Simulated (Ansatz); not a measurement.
Reaction (ligand exchange at the Al–C bond): `[CH3][AlH][SiH3]` + NH₃ → `[NH2][AlH][SiH3]` + CH₄

Program: Ansatz. Geometries: PBE0-D4/def2-TZVP. ΔE: electronic, gas phase. CCSD(T)/CBS is the MP2 limit (def2-TZVPP, def2-QZVPP) plus CCSD(T) − MP2 in def2-TZVPP, frozen cores. This one scheme is used for every species. Functionals use def2-TZVPP. One conformer a species, not always the lowest.

```
             level  ΔE (kcal/mol)  difference from CCSD(T)/CBS
       LDA (SPW92)          -25.5                          0.3
            PBE-D4          -24.7                          1.1
         r2SCAN-D4          -26.3                         -0.5
        r2SCANh-D4          -26.2                         -0.4
        r2SCAN0-D4          -26.0                         -0.2
          BHLYP-D4          -26.9                         -1.1
          PBE-QIDH          -25.5                          0.3
              BLYP          -26.7                         -0.9
            r2SCAN          -26.3                         -0.5
           r2SCANh          -26.2                         -0.4
           r2SCAN0          -26.0                         -0.2
RPA@PBE/def2-TZVPP          -25.7                          0.1
  CCSD(T)/def2-SVP          -27.9                         -2.1
    MP2/def2-TZVPP          -26.5                         -0.7
CCSD(T)/def2-TZVPP          -26.0                         -0.2
    MP2/def2-QZVPP          -26.5                         -0.7
       CCSD(T)/CBS          -25.8                            0
```

Largest T1 diagnostic among the species: 0.013.

At CCSD(T), def2-SVP lies −2.1 kcal/mol from the extrapolated value and def2-TZVPP −0.2 kcal/mol. Leaving LDA and LC-ωPBE aside and taking each functional with its dispersion term where it has one, the values, not all of them listed here, spread over 2.5 kcal/mol, from CAM-B3LYP-D4 to revPBE-D4.
